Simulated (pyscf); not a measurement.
Single points on ωB97X-D3(BJ)/def2-SVP structures (PySCF, gas phase).

Question: Estimate by transition-state theory the rate constant of `[OH][BH][OH]` + `[ClH]` → `[OH][B]([OH])[Cl]` + `[H][H]` (singlet surface; B–H, Cl–H broken, B–Cl, H–H formed) at 900 K, with ωB97M-D3(BJ)/def2-TZVP energies (ideal gas, 1 atm, RRHO with modes under 100 cm⁻¹ raised to 100, one conformer, R ln 2 for chiral ones without a mode under 150 cm⁻¹; no tunnelling).

Answer: The electronic barrier is 31.1 kcal/mol and the thermal terms add +27.7, so ΔG‡ = 58.8 kcal/mol. With k_BT/h = 1.88e+13 s⁻¹ and RT = 1.788 kcal/mol, and a volume of 1.23e-19 cm³ per molecule at 1 atm, k = 1.2e-20 cm³ molecule⁻¹ s⁻¹. Wigner's tunnelling factor for 992i cm⁻¹ would be 1.10. A shift of 1 kcal/mol in the barrier changes k by a factor 1.7. On the reactant side the descent ends in a complex (not fully relaxed), 5.1 kcal/mol under the separated species and 36.4 kcal/mol under the saddle at ωB97X-D3(BJ)/def2-TZVP. The same reactants have a lower exit, to H₂O + HO–BH–Cl (barrier +21.5 kcal/mol at ωB97M-D3(BJ)/def2-TZVP, against +31.1 kcal/mol here). One saddle was located; it need not be the lowest between these sides.
